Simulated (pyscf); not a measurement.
A first-order saddle from PySCF, ωB97X-D3(BJ)/def2-SVP:

```xyz
9

C      0.3396    -0.5705    -0.2716
C     -0.6924     0.2295     0.3667
C     -1.6828     0.8581     0.8188
H     -0.1583    -1.1465    -1.0728
H      1.1136     0.0755    -0.7062
H      0.7946    -1.2598     0.4518
H     -2.7518     0.9948     0.6819
Cl     0.7963     1.3957     2.1228
H     -0.9114     1.3920     1.6475
```
Charge 0, spin multiplicity 1.

Surface: singlet, charge 0. Lowest wavenumbers (cm⁻¹): 1567i, 194, 206, 330, 343.

**Question.** Which two sides does it connect, and which bonds change?

**Answer.** HC≡C–CH₃ (SMILES C#CC) + HCl (SMILES Cl) ⇌ H₂C=C(CH₃)–Cl (SMILES C=C(C)Cl), an addition across a multiple bond or ene-type step read from left to right: Cl–H broken and C–Cl, C–H formed. At CCSD(T)/def2-TZVPP + ΔMP2(QZVPP) it lies +173.8 kJ/mol from the left side and +301.2 kJ/mol from the right (each side as separated species at their lowest minima found). On the reactant side the descent ends in a complex, 19.0 kJ/mol under the separated species and 175.4 kJ/mol under the saddle at ωB97X-D3(BJ)/def2-TZVP. At ωB97X-D3(BJ) the barrier from the zero used here is 156.4 kJ/mol. This is the saddle that the search found; another between the same sides may lie lower. The CCSD(T) − MP2 part came from Ansatz, without density fitting, on the same reference.
